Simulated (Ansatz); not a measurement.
```yaml
crystal:
  periodic: [false, false, false]
  atoms:
    - {symbol: N, position_ang: [-1.702300, -0.124706, -0.001675]}
    - {symbol: N, position_ang: [-0.456352, 0.116249, 0.000820]}
    - {symbol: Si, position_ang: [1.157343, -0.022553, 0.000229]}
    - {symbol: H, position_ang: [-2.251100, 0.745950, 0.005505]}
basis:
  gaussian: {orbitals: def2-TZVP}
magnetization: {spin_polarized: true, initial_magnetization: 1}
hamiltonian: {xc: pbe0}
relax: {f_tol: 0.004, max_steps: 80}
```

```sh
$ ansatz run in.yaml --threads 1 --pin off --events-out ev --progress --plain --max-ram 2176MiB
```

Steps of the relaxation (energy above the last step; positions in Å, forces in eV/Å):

```
4
step 1, 47.9 meV
N    -1.702   -0.125   -0.002    0.858    0.098    0.001
N    -0.456    0.116    0.001   -0.398   -0.535   -0.005
Si    1.157   -0.023    0.000   -0.638    0.264    0.002
H    -2.251    0.746    0.006    0.177    0.173    0.002
```

```
4
step 2, 25.5 meV
N    -1.701   -0.132   -0.002    0.247    0.190    0.002
N    -0.465    0.102    0.001   -0.019   -0.464   -0.004
Si    1.143   -0.009    0.000   -0.281    0.215    0.002
H    -2.229    0.754    0.006    0.053    0.058    0.001
```

```
4
step 3, 9.9 meV
N    -1.705   -0.137   -0.002   -0.224    0.238    0.002
N    -0.474    0.071    0.000    0.204   -0.304   -0.003
Si    1.129    0.014    0.001    0.043    0.131    0.001
H    -2.203    0.768    0.006   -0.024   -0.064   -0.001
```

```
4
step 8, 0.0 meV
N    -1.718   -0.135   -0.002    0.000    0.000    0.000
N    -0.477    0.023    0.000   -0.001    0.000    0.000
Si    1.126    0.043    0.001    0.000    0.000    0.000
H    -2.183    0.784    0.006    0.000    0.000    0.000
```

Close pairs at the end: N1–H4 1.031 Å, N1–N2 1.251 Å, N2–Si3 1.603 Å.

A stationary point of unrestricted PBE0 after 8 steps, with ⟨S²⟩ = 0.768 against 0.75 for a pure state; no frequencies were run, so it isn't proven a minimum. 27 s on 1 thread of Arm Neoverse V2, shared host.
